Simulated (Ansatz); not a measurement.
**Worked example: the step energy**

An elementary step of CH6FSi, doublet (CH₃F ([CH3][F]) + SiH₃ → CH₂F ([CH2][F]) + SiH₄; H–C broken or loosened, H–Si formed or tightened). “Start” and “end” are the PBE0-D4/def2-TZVP structures reached by relaxing down either side of its saddle point, with the molecules still in contact.

Program: Ansatz 0.2.0. Basis: def2-TZVPP and def2-QZVPP. Cores are frozen in the correlated methods; orbitals are unrestricted.

Energies in eV:

| quantity | end | start |
| --- | --- | --- |
| Hartree–Fock, triple zeta (X = 3) | -11693.47015 | -11693.79823 |
| Hartree–Fock, quadruple zeta (X = 4) | -11693.89843 | -11694.22257 |
| MP2 correlation, X = 3 | -14.71690 | -14.99619 |
| MP2 correlation, X = 4 | -15.91672 | -16.20043 |
| CCSD(T) correlation, X = 3 | -16.41383 | -16.61698 |

Problem. Work out the step energy at the basis limit: extrapolate Hartree–Fock as E(X) = E∞ + A exp(−7.88 √X) and the MP2 correlation as E(X) = E∞ + B X^−2.97 (the exponents that Neese and Valeev fitted for def2-TZVPP and QZVPP), then add CCSD(T) − MP2 in triple zeta.

Solution. Each step is linear, so take the differences first (end − start): Hartree–Fock 0.32808 (X = 3) and 0.32414 (X = 4); MP2 correlation 0.27929 and 0.28371; CCSD(T) correlation 0.20315.
Two points give E∞ = E(4) + w [E(4) − E(3)], with w = 1/(exp(7.88 (2 − √3)) − 1) = 0.1377 for Hartree–Fock and w = 1/((4/3)^2.97 − 1) = 0.7407 for the correlation.
Hartree–Fock: 0.32414 + 0.1377 × (-0.00394) = 0.3236 eV.
MP2 correlation: 0.28371 + 0.7407 × 0.00442 = 0.2870 eV.
CCSD(T) − MP2: 0.20315 − 0.27929 = -0.0761 eV.
Sum: 0.3236 + 0.2870 + (-0.0761) = 0.5345 eV, or 12.33 kcal/mol. Plain CCSD(T) in triple zeta gives 0.5312 eV, so the larger basis shifts the result by 0.0033 eV.

The T1 diagnostic stays at or below 0.016. ⟨S²⟩ of the unrestricted Hartree–Fock references: 0.75 to 0.78 (a pure state has 0.75).

Radical steps of this kind take place in plasma deposition and etching.

Labels in which every atom is bracketed show which atoms are joined, not bond orders.

For scale, one of the runs: CCSD(T)/def2-TZVPP, 188 basis functions, launched by `ansatz run in.yaml --threads 4 --pin off --events-out ev --progress --plain --max-ram 9574MiB`. Time: 97 s of wall clock on 4 CPU threads of an Arm Neoverse V2; the host was shared. Peak host memory: 5 GiB.
